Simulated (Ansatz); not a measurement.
```yaml
crystal:
  periodic: [false, false, false]
  atoms:
    - {symbol: Al, position_ang: [0.000000, 0.000000, -3.260930]}
    - {symbol: Ga, position_ang: [0.000000, 0.000000, -0.394371]}
    - {symbol: O, position_ang: [0.000000, 0.000000, 1.351414]}
    - {symbol: H, position_ang: [0.000000, 0.000000, 2.303887]}
basis:
  gaussian: {orbitals: def2-TZVP}
magnetization: {spin_polarized: true, initial_magnetization: 1}
hamiltonian: {xc: pbe0}
relax: {f_tol: 0.004, max_steps: 80}
```

```sh
$ ansatz run in.yaml --threads 1 --pin off --events-out ev --progress --plain --max-ram 2176MiB
```

Steps of the relaxation (energy above the last step; positions in Å, forces in eV/Å):

```
4
step 1, 39.3 meV
Al    0.000    0.000   -3.261    0.000    0.000    0.360
Ga    0.000    0.000   -0.394    0.000    0.000   -0.647
O     0.000    0.000    1.351    0.000    0.000    0.323
H     0.000    0.000    2.304    0.000    0.000   -0.036
```

```
4
step 2, 21.1 meV
Al    0.000    0.000   -3.224    0.000    0.000    0.289
Ga    0.000    0.000   -0.410    0.000    0.000   -0.411
O     0.000    0.000    1.341    0.000    0.000    0.133
H     0.000    0.000    2.293    0.000    0.000   -0.011
```

```
4
step 3, 10.5 meV
Al    0.000    0.000   -3.069    0.000    0.000   -0.278
Ga    0.000    0.000   -0.465    0.000    0.000    0.368
O     0.000    0.000    1.291    0.000    0.000   -0.085
H     0.000    0.000    2.243    0.000    0.000   -0.005
```

```
4
step 7, 0.0 meV
Al    0.000    0.000   -3.127    0.000    0.000    0.000
Ga    0.000    0.000   -0.444    0.000    0.000    0.000
O     0.000    0.000    1.310    0.000    0.000   -0.001
H     0.000    0.000    2.261    0.000    0.000    0.000
```

Close pairs at the end: O3–H4 0.952 Å, Ga2–O3 1.754 Å, Al1–Ga2 2.683 Å.

A stationary point of unrestricted PBE0 after 7 steps, with ⟨S²⟩ = 0.757 against 0.75 for a pure state; no frequencies were run, so it isn't proven a minimum. 23 s on 1 thread of AMD EPYC 9R45, shared host.
